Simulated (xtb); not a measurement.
xtb input (GFN2-xTB):

```bash
xtb mol.xyz --gfn 2 --ohess tight --chrg -1 --uhf 0
```
mol.xyz:
```
8

C     -0.00317878     1.42729895     0.14306866
O      0.03847699     0.26924991     0.90613341
C      0.01362993    -0.92625829     0.13794338
H      0.86579475     1.44526401    -0.53566920
H     -0.88252660     1.44410219    -0.50580355
H      0.03866910    -1.78735701     0.78595769
H     -0.87575519    -0.93816245    -0.51315349
H      0.90714078    -0.93376196    -0.47624422
```

End of the output:

```
   ------------------------------------------------------------------------

         :::::::::::::::::::::::::::::::::::::::::::::::::::::
         ::                  THERMODYNAMIC                  ::
         :::::::::::::::::::::::::::::::::::::::::::::::::::::
         :: total free energy         -10.935461769710 Eh   ::
         ::.................................................::
         :: total energy              -10.970368838193 Eh   ::
         :: zero point energy           0.060079458221 Eh   ::
         :: G(RRHO) w/o ZPVE           -0.025172389738 Eh   ::
         :: G(RRHO) contrib.            0.034907068483 Eh   ::
         :::::::::::::::::::::::::::::::::::::::::::::::::::::

optimized geometry written to: xtbopt.xyz

           -------------------------------------------------
          | TOTAL ENERGY              -10.970368838193 Eh   |
          | TOTAL ENTHALPY            -10.905100841660 Eh   |
          | TOTAL FREE ENERGY         -10.935461769710 Eh   |
          | GRADIENT NORM               0.000119548609 Eh/α |
          | HOMO-LUMO GAP               8.545930951766 eV   |
           -------------------------------------------------
Note: The following floating-point exceptions are signalling: IEEE_DENORMAL
normal termination of xtb

------------------------------------------------------------------------
------------------------------------------------------------------------
 total:
 SCF:
 ANC optimizer:
 analytical hessian:
```

It need not be the lowest isomer of its formula. Whether it binds its extra electron was not tested at this geometry.
